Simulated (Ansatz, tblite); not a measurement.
# Diborane mono Cl (B₂H₅Cl): removing an electron

The task here is to estimate one member of a computed series from the others.

Computed with Ansatz 0.2.0, Gaussian basis. Level: as each input shows.

The runs, in order: charge +1 doublet, at the geometry of the singlet (PBE0-D4/def2-TZVP, PBE-D4/def2-TZVP, r2SCAN-D4/def2-TZVP, CCSD(T)/def2-TZVPP); the starting singlet's energies come from earlier runs.

## The structure

The singlet was relaxed beforehand with PBE-D4/def2-TZVP.

8 atoms, charge 0, spin multiplicity 1.

Atoms are counted from 1 here; the program's logs count them from 0.

Bond lengths: B1–Cl2 1.777 Å, B1–H3 1.195 Å, B1–H4 1.344 Å, B1–B5 1.762 Å, B1–H8 1.344 Å, H4–B5 1.307 Å, B5–H6 1.196 Å, B5–H7 1.195 Å, B5–H8 1.307 Å. Angles: Cl2–B1–H3 118.6°, Cl2–B1–H4 111.6°, Cl2–B1–B5 121.7°, Cl2–B1–H8 111.5°, H3–B1–H4 108.8°, H3–B1–B5 119.7°, H3–B1–H8 108.8°, H4–B1–B5 47.5°, H4–B1–H8 94.9°, B5–B1–H8 47.5°, B1–H4–B5 83.3°, B1–B5–H4 49.3°, B1–B5–H6 117.2°, B1–B5–H7 119.3°, B1–B5–H8 49.3°, H4–B5–H6 106.5°, H4–B5–H7 109.4°, H4–B5–H8 98.5° and more.

The first run:

File in.yaml:

```yaml
crystal:
  periodic: [false, false, false]
  atoms:
    - {symbol: B, position_ang: [-0.597902, -0.099699, 0.581661]}
    - {symbol: Cl, position_ang: [-0.140563, -0.823087, 2.138432]}
    - {symbol: H, position_ang: [-1.737070, 0.219625, 0.411762]}
    - {symbol: H, position_ang: [0.195254, 0.938790, 0.267019]}
    - {symbol: B, position_ang: [0.580889, 0.152260, -0.703176]}
    - {symbol: H, position_ang: [0.184813, 0.645283, -1.718571]}
    - {symbol: H, position_ang: [1.717816, -0.170266, -0.524912]}
    - {symbol: H, position_ang: [-0.203237, -0.862905, -0.452216]}
basis:
  gaussian: {orbitals: def2-TZVP}
total_charge: 1
magnetization: {spin_polarized: true, initial_magnetization: 1}
hamiltonian: {xc: pbe0, dispersion: d4}
output: {orbitals: {seedname: orbitals}}
```

Started as:

```sh
> ansatz run in.yaml --threads 4 --pin off --events-out ev --progress --plain --max-ram 3916MiB
```

Steps of the session up to this table: Charge +1 doublet at the fixed geometry, PBE0-D4/def2-TZVP; Charge +1 doublet at the fixed geometry, PBE-D4/def2-TZVP; Charge +1 doublet at the fixed geometry, r2SCAN-D4/def2-TZVP; Charge +1 doublet at the fixed geometry, CCSD(T)/def2-TZVPP.

One table of the session follows, with a row left open; its other results are not shown here.

It belongs to the step «Vertical ionisation energy». 

```
             method  vertical ionisation energy (eV)
      HF/def2-TZVPP                            10.56
   PBE-D4/def2-TZVP                            10.99
r2SCAN-D4/def2-TZVP                            11.16
  PBE0-D4/def2-TZVP                            11.30
     MP2/def2-TZVPP                            11.69
    CCSD/def2-TZVPP                            11.45
 CCSD(T)/def2-TZVPP                                ?
```

**Question.** Estimate the row for CCSD(T)/def2-TZVPP.

As computed: vertical ionisation energy (eV): 11.49. In the column «vertical ionisation energy (eV)» it lies between CCSD/def2-TZVPP (11.45) and MP2/def2-TZVPP (11.69).
